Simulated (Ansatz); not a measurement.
# [NH2···H···S], triplet: reading a ladder of total energies

Geometry: a point of a hydrogen-transfer path between rigid fragments, not a stationary point.

```yaml
atoms:
  - { symbol: N, position_ang: [-1.9845, -0.0116, -0.0181] }
  - { symbol: H, position_ang: [-2.2818, 0.9562, -0.0181] }
  - { symbol: H, position_ang: [-2.2818, -0.4139, 0.8622] }
  - { symbol: H, position_ang: [-0.7045, -0.0116, -0.0181] }
  - { symbol: S, position_ang: [1.0325, -0.0116, -0.0181] }
```

Basis cc-pVDZ; Ansatz 0.2.0. Correlated methods freeze the noble-gas cores, which leaves 14 electrons in 41 orbitals. Prefix R: restricted or restricted open-shell reference; prefix U: unrestricted.

Full CI isn't at hand for all of this; UCCSDT(Q) serves as the reference, and is uncertain by about the last step of the cluster series.

Runs differ by some tens of microhartree through their thresholds and, for an open shell, their frozen cores, so steps under 0.03 kcal/mol mean nothing.

| level | total energy (hartree) |
| --- | --- |
| UHF | -453.636883 |
| UMP2 | -453.917784 |
| UCCSD | -453.955593 |
| UCCSD(T) | -453.963033 |
| UCCSDT | -453.963964 |
| UCCSDT(Q) | -453.964633 |

What is the correlation energy at UCCSDT(Q), and what share of it do UMP2 and UCCSD recover?

E(corr) = -453.964633 − (-453.636883) = -0.327750 hartree = -8.919 eV. UMP2: -0.280901 / -0.327750 = 85.71 %. UCCSD: -0.318710 / -0.327750 = 97.24 %.

By how many kcal/mol does UCCSD(T) miss UCCSDT(Q) (1 hartree = 627.509 kcal/mol), and which steps make up the rest?

-453.963033 − (-453.964633) = 0.001600 hartree = 1.00 kcal/mol. Steps: UCCSDT − UCCSD(T) = -0.58, UCCSDT(Q) − UCCSDT = -0.42 kcal/mol. Differences between like states or geometries often cancel part of this.
